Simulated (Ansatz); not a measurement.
Double-hcp Nd, treated with r²SCAN in Ansatz (PAW).

Numerical settings: plane-wave cutoff 500 eV, 24×24×6 k mesh (along the axes of the cell as run), Fermi–Dirac smearing 0.1 eV, spin-polarised with parallel moments, scalar-relativistic PAW data made under PBE.

Computed at the level's own relaxed cell.

Question: Estimate the equilibrium volume per atom, lattice parameter a and lattice parameter c that the calculation returns.

Answer: 
- equilibrium volume per atom: 37.93 Å³/atom
- lattice parameter a: 3.788 Å
- lattice parameter c: 12.210 Å

Note: the magnetic order was assumed, not searched for or taken from measurement; the 4f shell is treated without U or exact exchange, so its levels and filling can be wrong; the volume lies 11 % above that of the published cell.

Spin–orbit coupling is not included.

Static lattice: no zero-point or thermal effects.

Ansatz is a quantum-chemistry and plane-wave program.
